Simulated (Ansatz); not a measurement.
# How far each method lies from UCCSDT(Q) for GeBCl⁺, doublet

Geometry: that of the GeBCl, triplet, kept fixed.

```xyz
3

Cl    0.0000    0.0000   -1.7788
B     0.0000    0.0000   -0.0866
Ge    0.0000    0.0000    1.8654
```

Basis cc-pVDZ; Ansatz 0.2.0. Correlated methods freeze the noble-gas cores and the filled d shells of p-block atoms, which leaves 13 electrons in 39 orbitals. R marks a restricted (for open shells ROHF) determinant, U an unrestricted one. Active spaces: valence = (11e, 11o, short of the full valence) chosen from the atoms' valence shells. No spin–orbit coupling is included, and no scalar relativity.

Full CI isn't at hand for all of this; UCCSDT(Q) serves as the reference, and is uncertain by about the last step of the cluster series. The frozen core follows each run's orbitals, which can shift R against U totals by a few meV for light atoms and by up to 0.1 eV past Ca.

- UHF ⟨S²⟩: 0.837
- T1 diagnostic (RCCSD): 0.0232
- largest doubles amplitude (RCCSD): 0.076
- T1 diagnostic (UCCSD): 0.0222

```json
{"level": "UMP2", "E − E(RHF) (eV)": "-6.7216"}
{"level": "UCCSD", "E − E(RHF) (eV)": "-7.6737"}
{"level": "UCCSD(T)", "E − E(RHF) (eV)": "-7.9552"}
```

(1) Estimate how far UCCSDT(Q) in cc-pVDZ lies from UCCSD(T). The table doesn't fix it; the size of (T) and the diagnostics are the guide.

(1) UCCSDT(Q) in cc-pVDZ lies 5.6 kJ/mol below UCCSD(T), which is 20 % of the (T) step (-27.2 kJ/mol). The diagnostics are small and the rest is a small part of (T), but (T) is large here. The miss exceeds 1 kcal/mol.

The other levels:

```
 level  E − E(UCCSDT(Q)) (kJ/mol)  share of correlation (%)  wall time
UCCSDT                        1.9                     99.75          –
```

The correlation energy at UCCSDT(Q), counted from RHF, is -8.013 eV. That run took 2.4 min on 1 thread of AMD EPYC, shared host.

Run but not shown, since their state or frozen core can't be matched to the reference's or they repeat it: RHF, UHF, RMP2, CISD, RCCSD, RCCSD(T), BCCD(T), RCCSDT, RCCSDT(Q), CASSCF (valence space), NEVPT2 (valence space), MRCISD (valence space), MRCISD+Q (valence space).

Times hold each run's SCF and search for its determinant on a shared host, so for small cases they say little of a method's own cost; they ran on 1 thread of AMD EPYC.

Natural occupations of CASSCF (valence space) about the gap: 1.982 1.979 1.972 1.969 1.929 0.998 0.058 0.031 0.031 0.030; effectively unpaired electrons, Σ n²(2−n)², 1.05.
